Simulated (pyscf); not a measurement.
•H₂C–CH₂–CH₂–CH₂–CH₃ (SMILES [CH2]CCCC) → H₃C–CH₂–CH₃ (SMILES CCC) + •HC=CH₂ (SMILES [CH]=C), a 1,1-elimination (doublet surface; C–C, C–H broken, C–H formed). PySCF, gas phase, ωB97X-D3(BJ)/def2-SVP geometries. Energies in kJ/mol from the reactant's lowest minimum found.

Small-basis levels: PySCF, no dispersion term, spherical d functions. AM1 to PM7: differences of heats of formation from MOPAC. GFN2-xTB: tblite. Open shells are spin-unrestricted. 

| level | barrier | reaction energy |
|---|---|---|
| HF/3-21G | 468.0 | +119.3 |
| MP2/6-31G* | 419.3 | +179.3 |
| BP86/6-31G* | 344.3 | +144.9 |
| PBE/6-31G* | 345.2 | +155.1 |
| B3LYP/STO-3G | 506.8 | +216.6 |
| B3LYP/3-21G | 385.8 | +141.5 |
| B3LYP/LANL2DZ | 375.6 | +134.5 |
| B3LYP/def2-SVP | 357.5 | +139.8 |
| GFN2-xTB | 364.1 | +173.8 |
| AM1 | 415.7 | +174.8 |
| PM6 | 375.6 | +158.1 |
| PM7 | 375.6 | +153.2 |
| ωB97M-D3(BJ)/def2-TZVP | 356.9 | +146.3 |

Against the last row the barrier runs from -12.7 (BP86/6-31G*) to +149.9 kJ/mol (B3LYP/STO-3G). ωB97M-D3(BJ)/def2-TZVP has limits of its own. The same reactants have a lower exit, to H₂C=CH–CH₂–CH₂–CH₃ + H• (no saddle counted: cutting one bond, which may have a small barrier of its own, costs +156.0 kJ/mol at ωB97M-D3(BJ), against +356.9 kJ/mol here). •H₂C–CH₂–CH₂–CH₂–CH₃ lies 27.8 kJ/mol over its isomer H₃C–CH₂–C•(CH₃)–CH₃, and others may lie lower still (electronic energy, ωB97M-D3(BJ)). One saddle was located; it need not be the lowest between these sides.
